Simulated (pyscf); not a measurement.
PySCF, gas phase, ωB97X-D3(BJ)/def2-SVP geometries. Correlated levels are frozen-core, on RHF or UHF. ΔMP2 is the change of the MP2 total energy from the triple- to the quadruple-zeta basis.

SMILES: N[SiH2][SiH3]
```xyz
10

N      0.2443     0.1913    -0.8626
Si    -0.8873    -0.7700     0.0434
Si    -0.5238    -0.3097     2.3024
H      0.1589     0.2550    -1.8722
H      1.2212     0.1973    -0.5880
H     -0.7979    -2.2557    -0.1595
H     -2.2677    -0.3711    -0.3632
H     -1.3488    -1.2019     3.1714
H     -0.8594     1.1113     2.6143
H      0.9175    -0.5339     2.6340
```
Charge 0, spin multiplicity 1.

How much does it cost (ΔH, 298 K, CCSD(T)/def2-TZVPP + ΔMP2(QZVPP)) to split H₂N–SiH₂–SiH₃ at its N–Si bond into NH₂• + •H₂Si–SiH₃?

N–Si to NH₂• + •H₂Si–SiH₃: 97.9 kcal/mol. H₂N–SiH₂–SiH₃ lies 14.8 kcal/mol over its isomer H₃Si–NH–SiH₃, and others may lie lower still (electronic energy, ωB97M-D3(BJ)). Other isomers of •H₂Si–SiH₃ were not searched in full and may lie lower. The CCSD(T) − MP2 part came from Ansatz, without density fitting, on the same reference.
